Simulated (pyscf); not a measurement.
H₂O + O=B–OH → O=B–OH + H₂O (four-centre exchange; singlet surface; H–O, B–O broken, B–O, H–O formed). Optimised with ωB97X-D3(BJ)/def2-SVP in PySCF. Correlated levels are frozen-core, on RHF or UHF. ΔMP2 is the change of the MP2 total energy from the triple- to the quadruple-zeta basis. Energies in eV from the separated reactants.

| level | barrier | reaction energy |
|---|---|---|
| PBE/def2-TZVP | 0.65 | 0.00 |
| r²SCAN/def2-TZVP | 0.68 | 0.00 |
| B3LYP-D3(BJ)/def2-TZVP | 0.86 | 0.00 |
| PBE0-D3(BJ)/def2-TZVP | … | 0.00 |
| MP2/def2-QZVPP | 0.91 | 0.00 |
| CCSD(T)/def2-TZVPP | 0.91 | 0.00 |
| CCSD(T)/def2-TZVPP + ΔMP2(QZVPP) | … | 0.00 |

Question: Fill in the missing entries.

Answer: 
- PBE0-D3(BJ)/def2-TZVP, barrier: 0.69
- CCSD(T)/def2-TZVPP + ΔMP2(QZVPP), barrier: 0.95

Of the functionals in the table, B3LYP-D3(BJ) is closest to CCSD(T)/def2-TZVPP + ΔMP2(QZVPP) in the barrier (0.09 eV apart) and PBE least close (0.30 eV); that level has limits of its own. On the reactant side the descent ends in an adduct with a B–O contact, 0.28 eV under the separated species and 1.10 eV under the saddle at ωB97X-D3(BJ)/def2-TZVP. On the product side the descent ends in an adduct with a B–O contact, 0.28 eV under the separated species and 1.10 eV under the saddle at ωB97X-D3(BJ)/def2-TZVP. What is counted as formed (B–O) is already present as a longer contact in the reactant adduct; forming that adduct is a step of its own. What is counted as broken (B–O) persists as a longer contact in the product adduct; parting that adduct is a step of its own. At ωB97X-D3(BJ) the barrier from the zero used here is 0.82 eV. The same reactants have a lower exit, to HO–B(OH)–OH (barrier +0.08 eV at ωB97M-D3(BJ), against +0.82 eV here). This is the saddle that the search found; another between the same sides may lie lower. The CCSD(T) − MP2 part came from Ansatz, without density fitting, on the same reference.
